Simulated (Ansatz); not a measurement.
**SiCl (quartet): wave-function methods side by side, cc-pVTZ**

The task here is to estimate one member of a computed series from the others.

The runs use Ansatz 0.2.0, Gaussian basis; cc-pVTZ, core rule «outside noble gas», up to 10 orbitals frozen.

Plan: UHF; CCSD(T) on ROHF; CCSD(T) on UHF; BCCD(T) on ROHF; CISD; CCSDT(Q) on ROHF; CCSDT(Q) on UHF; CASSCF and MRCISD+Q, 11 electrons in 8 orbitals; CASSCF and NEVPT2, 11 electrons in 8 orbitals.

7 further runs of the same task are left out: 4 for a known fault of the program, 3 set aside as unsound or not needed.

### The geometry

The geometry is a PBE0/def2-TZVP stationary point (not a proven minimum).

2 atoms, charge 0, spin multiplicity 4.

Atoms are counted from 1 here; the program's logs count them from 0.

Bond lengths: Si1–Cl2 2.058 Å.

As a file:

```xyz
2
ClSi
Si    0.00000    0.00000    0.00000
Cl    0.00000    0.00000    2.05790
```

The first run:

Contents of in.yaml:

```yaml
crystal:
  periodic: [false, false, false]
  atoms:
    - {symbol: Si, position_ang: [0.000000, 0.000000, 0.000000]}
    - {symbol: Cl, position_ang: [0.000000, 0.000000, 2.057900]}
basis:
  gaussian: {orbitals: cc-pVTZ}
magnetization: {spin_polarized: true, initial_magnetization: 3}
hamiltonian: {xc: hf}
output: {orbitals: {seedname: orbitals}}
```

Command:

```sh
$ ansatz run in.yaml --threads 1 --pin off --events-out ev --progress --plain --max-ram 4096MiB --backend cpu
```

Steps of the session up to this table: UHF; CCSD(T) on ROHF; CCSD(T) on UHF; BCCD(T) on ROHF; CISD; CCSDT(Q) on ROHF; CCSDT(Q) on UHF; CASSCF and MRCISD+Q, 11 electrons in 8 orbitals; CASSCF and NEVPT2, 11 electrons in 8 orbitals.

One of the session's tables, all rows but one given; the rest of the session is left out.

| method | from UCCSDT(Q) (meV) |
| --- | --- |
| ROHF | +7448.1 |
| UHF | +7407.0 |
| RMP2 | +1044.8 |
| UMP2 | +1035.5 |
| CISD | +834.9 |
| RCCSD | +360.7 |
| UCCSD | +357.0 |
| RCCSD(T) | +46.8 |
| UCCSD(T) | +44.4 |
| BCCD(T) | +46.5 |
| RCCSDT | +19.3 |
| UCCSDT | +16.7 |
| RCCSDT(Q) | +3.9 |
| UCCSDT(Q) | 0 |
| CASSCF valence | +7003.1 |
| NEVPT2 valence | ? |
| MRCISD valence | +761.2 |
| MRCISD+Q valence | +170.9 |

Estimate the missing values for NEVPT2 valence.

As computed: from UCCSDT(Q) (meV): +1642.3. In the column «from UCCSDT(Q) (meV)» it lies between RMP2 (+1044.8) and CASSCF valence (+7003.1).

To keep in mind: Restricted and unrestricted rows rest on different reference determinants; where their highest levels disagree by more than a few hundredths of an eV, they describe different states and don't form one ladder.
